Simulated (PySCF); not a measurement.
Structure problem from calculated spectra and properties.

Formula: C2H2F4.

| Property | Result |
| --- | --- |
| Dipole | 0.00 D [CAM-B3LYP/aug-cc-pVTZ] |
| 13C NMR | chemical shifts (computed TMS as zero) by class: 118.8 (2 C) ppm [GIAO B97-2/pcSseg-2] |
| Rotational structure | rotational constants A, B, C: 5.163, 3.155, 2.073 GHz [PBE0-D3(BJ)/def2-TZVP] |
| UV, first state | lowest singlet excitation: 9.30 eV (133 nm, f = 0.064) [TDDFT CAM-B3LYP/aug-cc-pVTZ] |
| Triplet | lowest triplet excitation (Tamm–Dancoff): 8.93 eV [TDA CAM-B3LYP/aug-cc-pVTZ] |
| Polarisability | 30.8 au [CAM-B3LYP/aug-cc-pVTZ] |
| 1H NMR | chemical shifts (computed TMS as zero) by class: 5.66 (2 H) ppm [GIAO B97-2/pcSseg-2] |
| NMR, other nuclei | isotropic shieldings of nuclei other than C and H, by class: 325 (4 F) ppm [GIAO B97-2/pcSseg-2] |

The electronic properties come from PySCF, for the isolated species, density fitting. Levels stand in brackets. Isolated species at its PBE0-D3(BJ)/def2-TZVP geometry (one conformer only). NMR values are class means; diastereotopic atoms form classes of their own.

Problem. What is the compound? Reason from the data.

Solution. Numbering: `[F:1][CH:2]([F:3])[CH:4]([F:5])[F:6]`. Its formula, C2H2F4, gives 0 degrees of unsaturation, so no ring and no π bond. 2 carbons fall into 1 class: CHF2 carbon [C2/C4] (118.8 ppm, 2 C). All hydrogens form one class (5.66 ppm): methine hydrogen. The other shieldings belong to: 325 ppm, fluorine of a CF2 group [F1/F3/F5/F6]. The vanishing dipole is forced by symmetry. The optimised geometry has point group C2h and is an asymmetric top. Structure: 1,1,2,2-tetrafluoroethane (`FC(F)C(F)F`). Computed isomers that give other values at the same levels: `FCC(F)(F)F` (13C chemical shifts (computed TMS as zero) by class: 133.6 (1 C), 83.7 (1 C) ppm). The assignments are read from this structure; whether some other isomer fits the data as well wasn't checked.

Conformer computed: `[F:1][CH:2]([F:3])[CH:4]([F:5])[F:6]`: F1–C2–C4–F5 180°.
